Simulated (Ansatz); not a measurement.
## CH6Si, singlet: the ladder up to RCCSDT(Q)

Geometry: MP2(full)/6-31G*, from the G2/97 set.

```xyz
8

C     0.0000    0.0000   -1.2762
Si    0.0000    0.0000    0.6040
H     0.0000   -1.0198   -1.6681
H    -0.8831    0.5099   -1.6681
H     0.8831    0.5099   -1.6681
H     0.0000    1.3912    1.1270
H    -1.2048   -0.6956    1.1270
H     1.2048   -0.6956    1.1270
```

Basis cc-pV(D+d)Z; Ansatz 0.2.0. Correlated methods freeze the noble-gas cores, which leaves 14 electrons in 61 orbitals. Prefix R: restricted or restricted open-shell reference. Active spaces: frontier = (8e, 8o) about the gap.

Full CI isn't at hand for all of this; RCCSDT(Q) serves as the reference, and is uncertain by about the last step of the cluster series.

```
UHF ⟨S²⟩                          : 0.000
T1 diagnostic (RCCSD)             : 0.0088
largest doubles amplitude (RCCSD) : 0.028
```

Question: From what is known of these methods and the diagnostics, rank them by the size of their error in total energy against RCCSDT(Q) in cc-pV(D+d)Z, smallest first (an estimate: the text doesn't fix the numbers).
A. MRCISD+Q (frontier space)
B. CASSCF (frontier space)
C. CISD
D. MRCISD (frontier space)
E. RCCSDT

Answer: E (9 meV), A (35 meV), D (556 meV), C (967 meV), B (6225 meV).

All errors are against RCCSDT(Q) in cc-pV(D+d)Z. Within each family the higher level lies nearer, as is usual though not guaranteed.

Atomization energy (electronic, same basis, no zero-point term; atoms at the same level, unrestricted beside the R rows where the molecule is a closed shell, with restricted open-shell steps beyond CCSDT(Q)) at RCCSDT(Q): 2457.3 kJ/mol. Errors of other levels:

| level | error (kJ/mol) |
| --- | --- |
| RHF | -444.3 |
| RMP2 | -20.4 |
| CISD | -83.2 |
| RCCSD | -14.2 |
| RCCSD(T) | -1.0 |
| BCCD(T) | -0.8 |
| RCCSDT | -0.7 |

This basis is far from its limit, so the value isn't to be set against a measured one. Truncated CI isn't size-consistent, which counts against it in atomization.
